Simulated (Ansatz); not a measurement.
Rock-salt ZrC, treated with r²SCAN in Ansatz (PAW).

Run with plane-wave cutoff 600 eV, 24×24×24 k mesh, Fermi–Dirac smearing 0.062 eV (set by the program), scalar-relativistic PAW data made under PBE.

Computed at the level's own relaxed cell.

```
ZrC
1.0
    0.00000     2.35572     2.35572
    2.35572     0.00000     2.35572
    2.35572     2.35572     0.00000
Zr C
1 1
Direct
  0.00000   0.00000   0.00000
  0.50000   0.50000   0.50000
```

Give the elastic tensor (Voigt notation, GPa, ions relaxed, in the Cartesian axes of the cell as printed).


```
  471.2   109.2   109.2     0.0     0.0     0.0
  109.2   471.2   109.2     0.0     0.0     0.0
  109.2   109.2   471.2     0.0     0.0     0.0
    0.0     0.0     0.0   165.5     0.0     0.0
    0.0     0.0     0.0     0.0   165.5     0.0
    0.0     0.0     0.0     0.0     0.0   165.5
```

Measured, for comparison: elastic constant C11 470 GPa, elastic constant C12 100 GPa, elastic constant C44 160 GPa (temperature not stated, not corrected to a static lattice; as tabulated in Wu et al. (2005), arXiv:cond-mat/0412374). Computed (rounded) less measured: elastic constant C11 +0.2 %, elastic constant C12 +9 %, elastic constant C44 +4 %. A static lattice is as a rule a little smaller and stiffer than an uncorrected measurement, which narrows the difference in the elastic constant C12, elastic constant C44 and would widen misses of the other sign.

Static lattice: no zero-point or thermal effects.

Ansatz is a program for electronic structure.
